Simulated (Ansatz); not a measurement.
Rock-salt RbBr was calculated with r²SCAN-D4 in Ansatz (PAW).

Run with plane-wave cutoff 560 eV, 8×8×8 k mesh, Fermi–Dirac smearing 0.01 eV, scalar-relativistic PAW data made under PBE.

The direct gap at Γ against volume; x = 100 ln(V/41.003 Å³). One gap is withheld.

```csv
V (Å³/atom),x,gap (eV)
38.543,-6.19,?
39.363,-4.08,5.030
40.183,-2.02,4.974
41.003,0.00,4.921
41.823,1.98,4.870
42.643,3.92,4.822
43.463,5.83,4.775
```

**Question.** Fit a straight line to the rows shown, give the volume deformation potential and predict the withheld gap.

**Answer.** Means of the 6 rows: x̄ = 0.938, ȳ = 4.8987 eV. Σ(x − x̄)(y − ȳ) = -1.7663 and Σ(x − x̄)² = 68.720, so the slope is -0.0257 eV per unit of x, and dE_g/d ln V = -2.6 eV. At x = -6.19: 4.8987 + (-0.0257) × (-6.19 − (0.938)) = 5.082 eV. The run gives 5.089 eV, 0.007 eV above the line, as the curve bends the same way over all rows.

Measured, for comparison: band gap 7.2 eV (temperature not stated, no zero-point or thermal correction; as tabulated in Aguado et al. (1998), arXiv:cond-mat/9809176).

Spin–orbit coupling is not included.

Ansatz is an electronic-structure program.
